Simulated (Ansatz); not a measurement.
Species: C2H3O, SMILES `[CH2]C=O` (H–C–C–O torsion 0°) (charge 0, multiplicity 2), formula C2H3O.

### Question
How many basis functions does Ansatz (a program for electronic structure) with frozen-core CCSD(T)/cc-pVTZ // PBE0-D4/def2-TZVP use, how many core orbitals are frozen, and how many electrons are correlated?

### Answer
132 basis functions and 3 frozen orbitals, which leaves 17 correlated electrons. Core time is of the order of minutes.
